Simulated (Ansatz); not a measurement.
```yaml
crystal:
  periodic: [false, false, false]
  atoms:
    - {symbol: Hf, position_ang: [-0.012951, -0.004857, -0.178329]}
    - {symbol: O, position_ang: [0.906727, 1.257204, 0.706158]}
    - {symbol: O, position_ang: [-0.790318, -1.213550, 0.896698]}
    - {symbol: Cl, position_ang: [-1.478260, 1.807915, 0.145877]}
    - {symbol: Cl, position_ang: [1.490931, -1.803163, 0.028585]}
basis:
  gaussian: {orbitals: def2-TZVP}
magnetization: {spin_polarized: true, initial_magnetization: 2}
hamiltonian: {xc: pbe0}
relax: {f_tol: 0.004, max_steps: 80}
```

```sh
$ ansatz run in.yaml --threads 1 --pin off --events-out ev --progress --plain --max-ram 2176MiB
```

Steps of the relaxation (energy above the last step; positions in Å, forces in eV/Å):

```
5
step 1, 1757.5 meV
Hf   -0.013   -0.005   -0.178   -0.356   -0.133   -4.898
O     0.907    1.257    0.706    2.450    2.761    2.489
O    -0.790   -1.214    0.897   -2.054   -2.612    2.962
Cl   -1.478    1.808    0.146   -0.837    0.648   -0.235
Cl    1.491   -1.803    0.029    0.797   -0.663   -0.318
```

```
5
step 2, 1053.5 meV
Hf   -0.012   -0.005   -0.169   -0.004   -0.002   -0.060
O     0.942    1.266    0.859    0.616    0.352    0.404
O    -0.804   -1.214    1.053   -0.550   -0.327    0.507
Cl   -1.553    1.863   -0.010    0.130   -0.482   -0.425
Cl    1.542   -1.867   -0.133   -0.192    0.458   -0.427
```

```
5
step 3, 723.5 meV
Hf   -0.002   -0.001   -0.032   -0.003   -0.001   -0.039
O     1.046    1.259    0.972    0.310    0.127    0.287
O    -0.890   -1.200    1.180   -0.264   -0.110    0.335
Cl   -1.601    1.817   -0.195    0.418   -0.665   -0.305
Cl    1.564   -1.831   -0.326   -0.460    0.649   -0.277
```

```
5
step 5, 239.1 meV
Hf    0.015    0.005    0.200   -0.016   -0.006   -0.215
O     1.160    1.242    1.198   -0.008   -0.050    0.148
O    -0.970   -1.171    1.419    0.029    0.058    0.142
Cl   -1.560    1.640   -0.544    0.436   -0.504   -0.056
Cl    1.471   -1.673   -0.674   -0.442    0.501   -0.019
```

```
5
step 6, 97.2 meV
Hf    0.021    0.008    0.284    0.021   -0.120   -0.334
O     1.166    1.230    1.312   -0.055   -0.067    0.097
O    -0.960   -1.152    1.532    0.025    0.124    0.110
Cl   -1.497    1.543   -0.703    0.340   -0.370    0.058
Cl    1.386   -1.585   -0.827   -0.332    0.433    0.068
```

```
5
step 10, 0.1 meV
Hf    0.023    0.008    0.336   -0.003   -0.020    0.011
O     1.204    1.127    1.450    0.003    0.004    0.007
O    -0.978   -1.041    1.666    0.010    0.011   -0.013
Cl   -1.448    1.369   -0.866   -0.013    0.011   -0.005
Cl    1.316   -1.419   -0.988    0.003   -0.006    0.000
```

```
5
step 12, 0.0 meV
Hf    0.023    0.008    0.334    0.000    0.000   -0.001
O     1.202    1.126    1.452    0.000    0.000    0.000
O    -0.976   -1.040    1.664    0.000    0.000    0.000
Cl   -1.450    1.372   -0.864    0.000    0.000    0.000
Cl    1.317   -1.423   -0.986    0.000    0.000    0.000
```

Close pairs at the end: Hf1–O3 1.966 Å, Hf1–O2 1.972 Å, Hf1–Cl5 2.338 Å, Hf1–Cl4 2.338 Å.

A stationary point of unrestricted PBE0 after 12 steps, with ⟨S²⟩ = 2.013 against 2.00 for a pure state; no frequencies were run, so it isn't proven a minimum. 6.3 min on 1 thread of Intel Xeon 6975P-C, shared host.
